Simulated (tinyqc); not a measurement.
Pariser-Parr-Pople SCF with singles CI, for the molecule Fc1ccoc1 (SMILES; centres numbered as the heavy atoms are written), step by step. One step of it, computed by the program tinyqc.

Question. Singles CI, triplets. Over the 8 single excitations with the smallest orbital gaps: A = (e_a - e_i) delta - (ij|ab), with (pq|rs) = sum c_mp c_mq gamma_mn c_nr c_ns.

orbital energies (eV): -18.130955  -15.565271  -10.822100  -9.460717  -0.500781  1.253446

coefficients:
```
,MO1,MO2,MO3,MO4,MO5,MO6
1F,0.960878,-0.140794,-0.181170,-0.109579,0.051452,-0.097023
2C,0.244514,0.131258,0.538265,0.392652,-0.294213,0.626513
3C,0.070795,0.163456,0.647749,-0.293558,-0.335128,-0.591781
4C,0.035876,0.355200,0.256030,-0.584506,0.593348,0.336579
5O,0.060629,0.833323,-0.412420,-0.033294,-0.361450,0.007208
6C,0.083378,0.340054,0.149093,0.636305,0.561936,-0.366778
```

repulsion gamma_rs (eV), lower triangle:
```
,1F,2C,3C,4C,5O,6C
1F,21.400000
2C,6.300946,11.130000
3C,4.259754,5.344818,11.130000
4C,3.194529,4.046371,5.346212,11.130000
5O,3.353752,4.574962,4.574406,6.308436,21.500000
6C,4.259754,5.344818,4.045107,4.045936,6.309373,11.130000
```

Give: triplet CI matrix; triplet excitation energies.

Answer.

triplet CI matrix (eV), lower triangle:
```
,4>5,3>5,4>6,3>6,2>5,2>6,1>5,1>6
4>5,2.5215
3>5,0.1456,4.4010
4>6,0.2104,0.9773,4.8347
3>6,0.9773,-0.2533,-0.1140,5.4076
2>5,0.1503,0.6993,0.8619,-0.1221,7.5792
2>6,0.8619,-0.1221,-0.0735,-0.4640,0.0190,11.6235
1>5,-0.1667,-0.2021,0.2118,-0.0028,-0.3735,-0.0352,13.5193
1>6,0.2118,-0.0028,-0.2026,-0.4178,-0.0352,-0.1090,0.7028,14.1276
```

triplet excitation energies (eV): 2.0796  3.5988  5.1032  5.7129  8.0821  11.7261  13.0962  14.6154
